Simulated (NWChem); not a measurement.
tetrafluoroethylene (C2F4); SMILES FC(F)=C(F)F

Results from NWChem. Pople sets run with spherical d functions. Each level has its own optimisation; frequencies are unscaled.

For level Hartree-Fock/6-31G*:

```
Quantity                           Result
---------------------------------  ------
r C–C (Å)                           1.300
highest harmonic frequency (cm⁻¹)    2147
lowest (cm⁻¹)                         224
zero-point energy (kcal/mol)         15.1
```

Question: Estimate the same quantities for level PBE/def2-SVP.

Answer: 
* **r C–C (Å)**: 1.345
* **highest harmonic frequency (cm⁻¹)**: 1859
* **lowest (cm⁻¹)**: 188
* **zero-point energy (kcal/mol)**: 13.2
